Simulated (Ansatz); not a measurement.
# C2H3O: the cost of one run

Program: Ansatz 0.2.0. Level of theory: the levels named in each step. These are calculated values, not measurements.

### Step 1. Starting point

Bond lengths: C1–C2 1.479 Å, C2–O3 1.190 Å, C1–H4 1.094 Å, C1–H5 1.088 Å, C1–H6 1.089 Å. Angles: C1–C2–O3 132.9°, C2–C1–H4 112.5°, C2–C1–H5 108.7°, C2–C1–H6 108.1°, H4–C1–H5 109.9°, H4–C1–H6 109.8°, H5–C1–H6 107.8°.

Coordinates:

```xyz
6

C    -0.9991    0.2716    0.7507
C    -0.0857    0.0468   -0.3903
O     1.0493   -0.3028   -0.4634
H    -0.5360    0.0302    1.7124
H    -1.8916   -0.3344    0.6078
H    -1.3024    1.3171    0.7405
```

### Step 2. A rough first relaxation, PBE-D4/def2-SVP

This run stands in another session on the same molecule. It ended at:

```xyz
6

C    -0.9965    0.2718    0.7488
C    -0.0813    0.0518   -0.4259
O     1.0556   -0.3121   -0.4376
H    -0.5069    0.0218    1.7164
H    -1.9131   -0.3373    0.6094
H    -1.3233    1.3325    0.7466
```

### Step 3. Relaxation, PBE0-D4/def2-TZVPP

This run stands in another session on the same molecule. It ended at:

```xyz
6

C    -0.9974    0.2763    0.7493
C    -0.0812    0.0620   -0.4148
O     1.0309   -0.3187   -0.4259
H    -0.5076    0.0269    1.6940
H    -1.8889   -0.3361    0.6063
H    -1.3213    1.3181    0.7487
```

### Step 4. Frequencies, PBE0-D4/def2-TZVPP

Contents of input.yaml:

```yaml
crystal:
  periodic: [false, false, false]
  atoms:
    - { symbol: C, position_ang: [-0.99741159, 0.27628638, 0.74930981] }
    - { symbol: C, position_ang: [-0.08117339, 0.06200251, -0.41483036] }
    - { symbol: O, position_ang: [1.03086639, -0.31867771, -0.42593925] }
    - { symbol: H, position_ang: [-0.50757079, 0.02685141, 1.69404996] }
    - { symbol: H, position_ang: [-1.88889685, -0.3360594, 0.60629143] }
    - { symbol: H, position_ang: [-1.32129379, 1.31805679, 0.7487384] }
magnetization:
  spin_polarized: true
  initial_magnetization: 1
basis:
  gaussian: { orbitals: def2-TZVPP }
hamiltonian:
  xc: pbe0
  dispersion: d4
phonons: {}
```

On the command line:

```sh
ansatz run input.yaml --threads 4 --pin off --max-ram 10240MiB --backend cpu --events-out ev --progress --plain --runs-dir out
```

**Question.** How long does this run take on 4 threads of Intel Xeon Platinum 8259CL at 2.50GHz (Skylake/Cascade Lake), shared host, and how much memory does it need?

About 39 s, with a peak of 0.23 GiB.
